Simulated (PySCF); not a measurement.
Gas-phase reaction: CH₃OH + C₄H₆ (butadiene) ⇌ HCHO (formaldehyde) + 2 C₂H₄

Computed with PySCF (xtb for GFN2) and rigid-rotor harmonic-oscillator thermochemistry at 1 bar. 'Table' is the NASA 1993 thermochemical table (part measured, part estimated). † marks an energy on the PBE0/def2-TZVP geometry and frequencies; other levels use their own. 6-31G* has spherical d functions here. All species are closed-shell singlets. B3LYP is the form with VWN-RPA correlation.

Levels: a) BLYP/def2-TZVP†; b) GFN2-xTB; c) ωB97X-V/def2-TZVP†; d) B3LYP/6-31G*.

Question: Order the levels by the distance of their ΔH°(298 K) from the table for this reaction, closest first.

Answer: c (-3 kJ), d (-20 kJ), a (-35 kJ), b (+58 kJ)

The table gives 87 kJ. The order holds for this reaction alone, and for the 1993 entries, some of which have been revised since.
